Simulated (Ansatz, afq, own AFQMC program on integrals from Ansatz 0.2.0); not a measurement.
Two steps: Ansatz 0.2.0 writes the Fock matrix and Cholesky factors of the valence space, and afq projects on them the lowest state that overlaps trial and start.

```yaml
crystal:
  periodic: [false, false, false]
  atoms:
    - {symbol: B, position_ang: [0.000000, 0.000000, 0.826501]}
    - {symbol: C, position_ang: [0.000000, 0.000000, -0.555344]}
    - {symbol: H, position_ang: [0.000000, -0.925158, -1.123694]}
    - {symbol: H, position_ang: [0.000000, 0.925158, -1.123694]}
basis:
  gaussian: {orbitals: cc-pVDZ}
magnetization: {spin_polarized: true, initial_magnetization: 3}
correlation: {method: ccsd_t, electrons: outside_noble_gas, hamiltonian_folder: ham}
```

```sh
$ ansatz run in.yaml --threads 1 --pin off --events-out ev --progress --plain --max-ram 1843MiB
```

afq runs on the folder ham with

```
--method phaseless --trial cisd --walkers 60 --populations 1 --least-time 40 --time-step 0.005 --steps-per-block 50 --equilibration-blocks 28 --max-blocks 300 --target-error 0.00036 --factor-cut 1e-05 --start spin_pure --seed 9328 --release-times 0.24,0.51,0.99,1.62,2.4 --release-step 0.03 --release-every 4 --taylor-order 6
```

Times are imaginary, in 1/Eh. The walk had a cap of 1002 s.

Log:

```
orbitals 36  electrons 6 3  factors 284 of 350
reference energy -63.53667670 Eh
CCSD correlation -0.17452385 Eh in 9 cycles, weight of the determinant in the CISD state 0.9227
energy of the start -63.711146 Eh
 block  time / (1/Eh)  mean weight  energy / Eh
     1     0.250  1.0005  -63.709900
     2     0.500  0.9998  -63.710684
     3     0.750  1.0018  -63.712104
     4     1.000  0.9986  -63.712321
     5     1.250  1.0012  -63.713166
     8     2.000  1.0005  -63.714168
    13     3.250  0.9994  -63.714380
    25     6.250  1.0006  -63.716411
    37     9.250  1.0000  -63.717227
    49    12.250  0.9971  -63.718791
    61    15.250  1.0001  -63.714540
    73    18.250  1.0004  -63.717754
    85    21.250  1.0027  -63.716279
    89    22.250  1.0025  -63.713039
    97    24.250  1.0009  -63.715570
   109    27.250  0.9990  -63.717843
   121    30.250  1.0014  -63.714730
   129    32.250  0.9988  -63.720216
   133    33.250  1.0003  -63.717216
   145    36.250  0.9975  -63.716045
   157    39.250  0.9978  -63.717702
   169    42.250  0.9986  -63.715337
   181    45.250  1.0016  -63.715211
   185    46.250  1.0026  -63.717512
blocks merged  error / Eh  count
     1  0.000160  160
     2  0.000186  80
     4  0.000207  40
     8  0.000198  20
    16  0.000238  10
released: time / (1/Eh)  energy / Eh  error  mean overlap
  0.24  -63.716300  0.000257  1.0003
  0.51  -63.716269  0.000258  0.9935
  0.99  -63.716349  0.000215  0.9994
  1.62  -63.716278  0.000298  1.0133
  2.40  -63.716606  0.000322  0.9853
energy -63.716417 +/- 0.000207 Eh
(rows thinned)
```

The run passed its tests (sampling time, drift between the halves within three errors, error under three times the target), which doesn't prove that it has relaxed.

Against this walk (error 5.6 meV) on the same determinant: CCSD(T) 26.8 meV higher, CCSDT(Q) 2.4 meV higher (within the noise). The error is statistical and leaves out the bias of the constraint. Released to 2.40 1/Eh the energy moves by -5 ± 10 meV (both errors), within twice the noise.

Cautions: constraint bias not in the error; another spin lies lower.

The walk took 7.2 min on 1 thread of Arm Neoverse V1 (shared host). The log's last line is the phaseless energy.

CCSDT and higher add their correlation energy to the determinant of the CCSD(T) run, since their own runs factorise the integrals more tightly (a shift of under 2 meV). A walk keeps the symmetry of its determinant, which the program's search chose and which needn't be the lowest solution, so a lower state of the same spin and another symmetry isn't excluded.
